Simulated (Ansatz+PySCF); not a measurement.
doublet CHCl2: levels of theory in one basis

```xyz
4

C     0.0000    0.6837   -0.0968
Cl   -1.4671   -0.1667    0.0087
Cl    1.4671   -0.1667    0.0087
H     0.0000    1.6995    0.2685
```

Basis set: cc-pVTZ on H, C; cc-pV(T+d)Z on Cl (spherical functions). Frozen core: 11 orbitals. Correlation on ROHF uses semicanonical orbitals with singles. Charge 0, multiplicity 2.

Computed with Ansatz (development build ahead of 0.2.0) and PySCF 2.14.0; each method stands on the lowest determinant of its kind that the runs found.

| method | E − E(ROHF) (eV) | <S²> of the determinant |
| --- | --- | --- |
| ROHF | 0.00 | 0.75 |
| UHF | -0.15 | 0.77 |
| ROHF-MP2 | -14.30 | – |
| UHF-MP2 | -14.26 | 0.77 |

(1) What does ROHF-CCSD(T) give on the same scale?

Answers

(1) -16.06 eV.
